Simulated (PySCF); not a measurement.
Identify the compound

An unknown has the formula C₅H₉F. Its calculated NMR data are:

¹H NMR (300 MHz, computed): δ 5.22 (dq, J = 21.0, 8.5 Hz, 1H), 2.11 (dqq, J = 20.4, 8.4, 1.1 Hz, 2H), 1.64 (ddt, J = 8.5, 3.3, 1.1 Hz, 3H), 1.13 (t, J = 8.4 Hz, 3H).

¹³C{¹H} NMR (computed): δ 170.4 (d, J = 316.8 Hz), 108.7 (d, J = 26.8 Hz), 21.9 (d, J = 28.1 Hz), 13.8, 12.0 (d, J = 6.6 Hz).

- PBE0-D3(BJ)/def2-SVP geometry
- spin–spin couplings from B3LYP/pcJ-1 (spin–dipole term only in couplings to heteroatoms)
- GIAO HF/pcSseg-2 shieldings
- run in PySCF 2.14
- averaged over atoms made equivalent by symmetry, fast rotation or ring inversion, gas phase, relativity neglected, a single conformation

Referencing at the same level of theory: TMS for ¹H (31.68 ppm) and ¹³C (191.47 ppm).

**Question.** Which of these isomers gave the spectra?
A. C/C=C/[C@@H](C)F
B. C/C=C(\F)CC
C. C=C(C)CCF
D. C/C=C(/F)CC

**Answer.** D. 

1. Rings plus π bonds: 1 (no ring in the answer).
2. 5 carbon signals for 5 carbons: no two carbons are equivalent.
3. Carbon types of the structure: 1 × C, 1 × CH, 1 × CH2, 2 × CH3, which accounts for all hydrogens.
4. δC 170.4: fully substituted alkene carbon.
5. δC 108.7: alkene CH; as expected for a trigonal carbon in a double bond.
6. δC 13.8: methyl carbon; saturated and bonded to C and H only.
7. δH 5.22: hydrogen on an alkene CH; a vinylic proton, deshielded by the sp2 carbon and the C=C anisotropy.
8. δH 2.11: hydrogen on an allylic sp3 CH2; allylic position.
9. The protons at 1.64 and 5.22 share a coupling of 8.5 Hz (vicinal).
10. The protons at 2.11 and 1.13 share a coupling of 8.4 Hz (vicinal).

The others: C/C=C/[C@@H](C)F would give 5 signals for carbon-bound and other non-exchanging H, not 4; C/C=C(\F)CC has carbons computed at 170.3, 108.8, 27.5, 14.4, 10.3; C=C(C)CCF would give 5 signals for carbon-bound and other non-exchanging H, not 4.

Common functionals overestimate the size of one-bond C–F couplings by tens of Hz; these are unscaled. Multiplet labels drop couplings under 1 Hz and merge nearly equal ones. Unscaled 3J(H,H) at this level run about 10 % above measured values. Shifts are as computed, not scaled to solution data. Of 1211 compounds with measured shifts, 218 miss one by over three times the rms of a fit or turn the order of signals round; such compounds aren't used in these exercises.
